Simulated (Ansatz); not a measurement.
# BSiH (singlet): the correlation ladder at distance Si1–H3 = 3.254 Å, 6-31G

Aim: climb from Hartree-Fock through coupled cluster and multireference methods for BSiH (singlet) at one geometry and basis, and see what each rung misses.

Program: Ansatz 0.2.0, Gaussian basis. Level of theory: 6-31G, core rule «outside noble gas», up to 6 orbitals frozen. These are calculated values, not measurements.

Plan: UHF; CCSD(T) on RHF; CCSD(T) on UHF; BCCD(T) on RHF; CISD; CCSDT(Q) on RHF; CCSDT(Q) on UHF; CISDTQ; CCSDTQ on RHF; CCSDTQ on UHF; CASSCF and MRCISD+Q, 2 electrons in 2 orbitals; CASSCF and NEVPT2, 2 electrons in 2 orbitals; CASSCF and MRCISD+Q, 8 electrons in 9 orbitals; CASSCF and MRCISD+Q(relaxed), 8 electrons in 9 orbitals; CASSCF and NEVPT2, 8 electrons in 9 orbitals; Full CI.

29 further runs of the same task are left out: 12 for a known fault of the program, 13 that didn't finish, 4 set aside as unsound or not needed.

### Step 1. What is computed

The geometry derives from a PBE0/def2-TZVP stationary point (not a proven minimum). One bond is set to the value named and the two fragments are kept rigid.

3 atoms, charge 0, spin multiplicity 1.

Atoms are counted from 1 here; the program's logs count them from 0.

Bond lengths: Si1–B2 2.039 Å.

### Step 2. UHF

Input file in.yaml:

```yaml
crystal:
  periodic: [false, false, false]
  atoms:
    - {symbol: Si, position_ang: [0.000000, 0.000000, -0.405148]}
    - {symbol: B, position_ang: [0.000000, 0.000000, -2.443704]}
    - {symbol: H, position_ang: [0.000000, 0.000000, 2.848852]}
basis:
  gaussian: {orbitals: 6-31G}
magnetization: {spin_polarized: true, initial_magnetization: 0}
hamiltonian: {xc: hf}
output: {orbitals: {seedname: orbitals}}
```

Launch:

```console
$ ansatz run in.yaml --threads 1 --pin off --events-out ev --progress --plain --max-ram 2393MiB
```

The runs that follow: CCSD(T) on RHF; CCSD(T) on UHF; BCCD(T) on RHF; CISD; CCSDT(Q) on RHF; CCSDT(Q) on UHF; CISDTQ; CCSDTQ on RHF; CCSDTQ on UHF; CASSCF and MRCISD+Q, 2 electrons in 2 orbitals; CASSCF and NEVPT2, 2 electrons in 2 orbitals; CASSCF and MRCISD+Q, 8 electrons in 9 orbitals; CASSCF and MRCISD+Q(relaxed), 8 electrons in 9 orbitals; CASSCF and NEVPT2, 8 electrons in 9 orbitals; Full CI.

**Question.** What will the summary of the whole plan be? Wanted: FCI below the RHF energy; RMP2 from FCI; RCCSD from FCI; RCCSD(T) from FCI; RCCSDT(Q) from FCI; T1 diagnostic; effectively unpaired electrons.

As calculated:

| quantity | value |
| --- | --- |
| FCI below the RHF energy | -6.6979 eV |
| RMP2 from FCI | +237.2 kJ/mol |
| RCCSD from FCI | +58.2 kJ/mol |
| RCCSD(T) from FCI | -6.6 kJ/mol |
| RCCSDT(Q) from FCI | +2.9 kJ/mol |
| levels within 1 kcal/mol (43 meV) | RCCSDT(Q), RCCSDTQ |
| T1 diagnostic | 0.087 |
| effectively unpaired electrons | 3.87 |

In words: RCCSD(T) lands -6.6 kJ/mol from the yardstick (1.0 % of the correlation energy). RCCSD(T), BCCD(T) fall below full CI, which methods that aren't variational can do. With 3.9 effectively unpaired electrons against 0 the state is strongly multireference. Coupled cluster on one determinant still stays close here. These misses are within one basis, not against nature.
